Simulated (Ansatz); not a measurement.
Results of G0W0@HSE06 (Ansatz, a quantum-chemistry and plane-wave program, hard PAW, contour deformation) for tetradymite Bi₂Se₃.

The same calculation (at the measured cell, 28.378 Å³/atom) with different numerical settings; throughout: k mesh 2×2×2:

```
run  response cutoff (eV)  empty bands  quasiparticle gap on the mesh (eV)  quasiparticle gap at Γ (eV)    rough time
---  --------------------  -----------  ----------------------------------  ---------------------------  ------------
1                      70          347                               0.461                        0.461   10 core-min
2                     105          637                               0.527                        0.527   20 core-min
3                     140          980                               0.570                        0.570   50 core-min
4                     175         1370                               0.597                        0.597   80 core-min
5                     210         1801                          (withheld)                   (withheld)  100 core-min
```

Fill in the missing entries.


- 5, quasiparticle gap on the mesh (eV): 0.612
- 5, quasiparticle gap at Γ (eV): 0.612

In the column quasiparticle gap on the mesh (eV) the first row differs from the last by -0.151 and the next to last by -0.015.

The last row is no converged limit: other settings stay fixed.

Spin–orbit coupling is not included.

Note: filled d or f shells below the valence bands can shift G0W0 gaps through exchange with them, which wasn't tested here. Note: GW on a hybrid start was not checked against another program.
